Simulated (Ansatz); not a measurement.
Basis-set series for C$_{6}$H$_{6}$ (`C12C3C1C1C2C31`). Total charge 0; spin multiplicity 1. Geometry: relaxed with PBE0-D4/def2-TZVP.

```
functional       basis  functions  energy (Eh)  HOMO (eV)  LUMO (eV)
   PBE0-D4    def2-SVP        114   -231.64237      -6.56       2.23
   PBE0-D4  def2-QZVPP        522   -231.89336      -6.55       1.16
   ωB97M-V    def2-SVP        114   -231.80259      -8.83       3.95
   ωB97M-V  def2-QZVPP        522   -232.06278      -8.81       2.24
```

Give the rows for def2-TZVPP. (Estimate.)

Computed: 
```tsv
functional	basis	functions	energy (Eh)	HOMO (eV)	LUMO (eV)
PBE0-D4	def2-TZVPP	270	-231.88128	-6.54	1.74
ωB97M-V	def2-TZVPP	270	-232.05161	-8.80	3.37
```

Positive LUMOs are unbound and depend on the basis.
